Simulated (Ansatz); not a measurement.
Steps of a relaxation of C3H5ClO, SMILES `CC1(Cl)CO1` with RKS PBE-D4/def2-SVP.

```sh
$ ansatz run in.yaml --threads 4 --pin off --events-out ev --progress --plain --max-ram 10444MiB
```

```yaml
crystal:
  periodic: [false, false, false]
  atoms:
    - {symbol: C, position_ang: [0.525600, -0.455100, 1.087800]}
    - {symbol: C, position_ang: [0.365000, 0.095400, -0.323700]}
    - {symbol: Cl, position_ang: [1.642600, -0.338800, -1.429800]}
    - {symbol: C, position_ang: [-0.912100, 0.384500, -0.928700]}
    - {symbol: O, position_ang: [-0.157400, 1.421500, -0.431800]}
    - {symbol: H, position_ang: [1.404000, -0.045000, 1.540800]}
    - {symbol: H, position_ang: [0.504400, -1.502800, 1.090500]}
    - {symbol: H, position_ang: [-0.319100, -0.053300, 1.692100]}
    - {symbol: H, position_ang: [-1.867600, 0.129300, -0.318300]}
    - {symbol: H, position_ang: [-1.102400, 0.313100, -1.976100]}
basis:
  gaussian: {orbitals: def2-SVP}
hamiltonian: {xc: pbe, dispersion: d4}
relax: {f_tol: 0.03, max_steps: 200}
```

Positions (Å) and forces (eV/Å) along the path, 7 of 7 steps:

```xyz
10
step=1 energy=-17741.7902 eV
C     0.526   -0.455    1.088   -1.446    2.400   -0.762
C     0.365    0.095   -0.324   -0.102    0.006    0.914
Cl    1.643   -0.339   -1.430    0.915   -0.130   -0.445
C    -0.912    0.385   -0.929   -3.328   -1.367    1.655
O    -0.157    1.421   -0.432    1.391    1.058    0.424
H     1.404   -0.045    1.541    1.294    0.220    0.453
H     0.504   -1.503    1.091    0.149   -2.204    0.078
H    -0.319   -0.053    1.692    0.005   -0.228   -0.122
H    -1.868    0.129   -0.318    1.011    0.274   -0.655
H    -1.102    0.313   -1.976    0.112   -0.029   -1.541
10
step=2 energy=-17742.0426 eV
C     0.517   -0.443    1.088   -0.533    0.740   -0.301
C     0.343    0.080   -0.323   -0.070    0.426    0.551
Cl    1.685   -0.325   -1.393    0.403   -0.178   -0.318
C    -0.953    0.386   -0.921   -1.595   -0.827    0.336
O    -0.135    1.419   -0.442    0.643    0.355    0.248
H     1.439   -0.036    1.523    0.350   -0.034    0.097
H     0.525   -1.533    1.095    0.129   -0.566    0.075
H    -0.330   -0.070    1.702    0.031   -0.122   -0.040
H    -1.886    0.169   -0.323    0.443    0.150   -0.242
H    -1.122    0.301   -2.002    0.199    0.055   -0.406
10
step=3 energy=-17742.1052 eV
C     0.509   -0.429    1.091    0.088   -0.051   -0.022
C     0.331    0.098   -0.310   -0.330    0.334    0.136
Cl    1.678   -0.354   -1.394    0.124   -0.056   -0.118
C    -0.980    0.383   -0.918   -0.138   -0.290   -0.302
O    -0.129    1.431   -0.444    0.242   -0.113    0.094
H     1.450   -0.028    1.521   -0.056   -0.021    0.021
H     0.571   -1.538    1.092    0.001    0.107   -0.014
H    -0.344   -0.109    1.722    0.038   -0.005   -0.016
H    -1.902    0.202   -0.337   -0.079    0.027    0.093
H    -1.101    0.293   -2.019    0.110    0.069    0.128
10
step=4 energy=-17742.0732 eV rejected
C     0.533   -0.424    1.106   -0.202   -0.221    0.128
C     0.300    0.099   -0.277    0.354   -0.335   -0.425
Cl    1.639   -0.387   -1.418    0.120    0.007    0.074
C    -0.991    0.330   -0.942   -0.295    0.716    0.312
O    -0.139    1.395   -0.407   -0.157    0.293   -0.162
H     1.464   -0.005    1.537   -0.010    0.042   -0.085
H     0.613   -1.528    1.101    0.018    0.001    0.029
H    -0.323   -0.118    1.737    0.007   -0.033    0.118
H    -1.947    0.234   -0.390    0.069   -0.186   -0.026
H    -1.065    0.353   -2.044    0.096   -0.282    0.036
10
step=5 energy=-17742.1161 eV
C     0.514   -0.429    1.093    0.007    0.003    0.000
C     0.318    0.100   -0.303   -0.015    0.013    0.034
Cl    1.665   -0.382   -1.405    0.006    0.000   -0.006
C    -0.988    0.380   -0.922   -0.047   -0.076   -0.031
O    -0.118    1.422   -0.437    0.018    0.049   -0.023
H     1.435    0.001    1.533    0.008   -0.017   -0.010
H     0.608   -1.532    1.084    0.010   -0.006    0.011
H    -0.347   -0.138    1.725   -0.012   -0.006    0.006
H    -1.919    0.225   -0.344   -0.007    0.014    0.025
H    -1.084    0.302   -2.020    0.032    0.026   -0.005
10
step=6 energy=-17742.1161 eV
C     0.516   -0.431    1.096   -0.026    0.053   -0.017
C     0.313    0.104   -0.299    0.006    0.005   -0.053
Cl    1.665   -0.377   -1.401   -0.003   -0.003   -0.001
C    -0.992    0.376   -0.926    0.009    0.008    0.000
O    -0.124    1.426   -0.444    0.024   -0.060    0.069
H     1.444   -0.008    1.528   -0.005    0.004    0.002
H     0.606   -1.534    1.088   -0.005    0.012   -0.027
H    -0.341   -0.137    1.733    0.000    0.001    0.017
H    -1.924    0.228   -0.349   -0.005    0.000    0.004
H    -1.079    0.301   -2.025    0.005   -0.021    0.005
10
step=7 energy=-17742.1166 eV
C     0.514   -0.429    1.095    0.001   -0.002    0.000
C     0.314    0.102   -0.300   -0.002    0.001    0.000
Cl    1.664   -0.380   -1.403    0.002   -0.003   -0.001
C    -0.991    0.376   -0.924   -0.001    0.000   -0.002
O    -0.121    1.423   -0.439   -0.002    0.004    0.000
H     1.440   -0.003    1.529   -0.002   -0.001    0.001
H     0.609   -1.532    1.084   -0.001    0.001    0.001
H    -0.344   -0.139    1.732    0.003    0.000   -0.003
H    -1.924    0.229   -0.347    0.000   -0.002    0.001
H    -1.078    0.301   -2.023    0.002    0.001    0.004
```

Run time 8.5 s (4 threads of an Arm Neoverse V1 on a shared host); peak host memory 0.14 GiB.
